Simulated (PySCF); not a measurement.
Species: C3H9N, SMILES `CN(C)C` (charge 0, multiplicity 1).

Question: What LUMO, HOMO and S1 oscillator strength does PySCF with PBE-D3(BJ)/def2-TZVP // PBE-D3(BJ)/def2-SVP give?

Answer: 
- LUMO = 0.32 eV
- HOMO = -4.78 eV
- S1 oscillator strength = 0.043
